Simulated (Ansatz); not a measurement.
# HSiMg, quartet along the scale of all distances

Starting geometry (PBE0/def2-TZVP stationary point for this spin, not checked as a minimum):

```xyz
3

Si    0.0000    0.0000    0.3275
Mg    0.0000    0.0000   -2.1517
H     0.0000    0.0000    1.8241
```

From there all distances are scaled together; atoms are numbered as listed. Energies are in kJ/mol, counted from the starting geometry at the same level.

Basis 6-31G; Ansatz 0.2.0. Correlated methods freeze the noble-gas cores. Prefix R: restricted or restricted open-shell reference; prefix U: unrestricted. Active spaces: valence = (7e, 9o) chosen from the atoms' valence shells. The metal's outer-core shells are frozen, which leaves out core–valence correlation.

Unrestricted rows (U) aren't spin-pure: their determinants' ⟨S²⟩ exceeds S(S+1) by up to 0.21, so they mix in states of higher spin. Runs in a small pair space aren't shown, since their orbitals change along the scan.

Full CI is exact within this basis and frozen core; it isn't the basis-set limit. The frozen core follows each run's orbitals, which can shift R against U totals by a few meV.

| scale of all distances | full CI | unpaired electrons (full CI) | error UMP2 | error RCCSD | error UCCSD | error RCCSDT(Q) | error UCCSDTQ | error NEVPT2 (valence space) |
| --- | --- | --- | --- | --- | --- | --- | --- | --- |
| 0.864 | 132.8 | 3.02 | -7.0 | -1.3 | -1.1 | 0.0 | 0.0 | 0.9 |
| 1.000 | 0.0 | 3.03 | 0.0 | 0.0 | 0.0 | 0.0 | 0.0 | 0.0 |
| 1.139 | 26.5 | 3.06 | 11.0 | 2.5 | 2.1 | 0.0 | 0.0 | -0.5 |
| 1.314 | 121.3 | 3.14 | 38.8 | 8.2 | 4.2 | -0.1 | 0.0 | -0.3 |
| 1.475 | 186.9 | 3.17 | 32.4 | 0.5 | 0.2 | 0.1 | 0.0 | 1.3 |
| 1.721 | 218.0 | 3.12 | 14.3 | -3.6 | -3.3 | 0.0 | 0.0 | -0.4 |
| 2.012 | 225.9 | 3.12 | 11.8 | -4.3 | -4.0 | 0.0 | 0.0 | -1.4 |
| 2.394 | 228.8 | 3.12 | 11.6 | -4.4 | -4.2 | 0.0 | 0.0 | -1.9 |

Unpaired electrons are Σ n²(2−n)² over natural occupations. Errors are those of relative energies. In total energy the starting point itself misses full CI by: UMP2 49.6, RCCSD 4.9, UCCSD 4.7, RCCSDT(Q) 0.0, UCCSDTQ -0.1, NEVPT2 (valence space) 14.3 kJ/mol.

Spread of the error over the points with a reference, to 2.394 (largest less smallest): UCCSDTQ 0.1, RCCSDT(Q) 0.1, NEVPT2 (valence space) 3.2, UCCSD 8.3, RCCSD 12.6, UMP2 45.8 kJ/mol.

Going outwards, the relative energy of UMP2 first misses by more than 4.2 kJ/mol (1 kcal/mol) at 1.139.

Going outwards, the relative energy of RCCSD first misses by more than 4.2 kJ/mol (1 kcal/mol) at 1.314.
